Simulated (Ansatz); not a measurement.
Basis-set extrapolation for C$_{2}$H$_{6}$O$_{3}$, SMILES `OCC(O)O` (PBE0-D4/def2-TZVP geometry, frozen core, Ansatz 0.2.0). Multiplicity 1, RHF reference.

```csv
,def2-TZVPP,def2-QZVPP
HF,-303.944081,-303.958200
MP2 correlation,-1.065288,-1.146770
CCSD(T) correlation,-1.129579,not run
```

Energies in hartree. Use E(X) = E(∞) + A·exp(−7.88·√X) for Hartree–Fock and E(X) = E(∞) + B·X^(−2.97) for correlation, with X = 3 and 4, and add CCSD(T) minus MP2 of the smaller set to the MP2 limit.

Question: What is the CCSD(T) energy at the basis-set limit?

Answer: HF limit: -303.958200 + (-0.014119) × 0.13774 = -303.96014. MP2 limit: -1.146770 + (-0.081482) × 0.74074 = -1.20713. Higher-order term: -1.129579 − (-1.065288) = -0.06429. Total: -305.23156 hartree, 4.30 eV below CCSD(T)/def2-TZVPP.
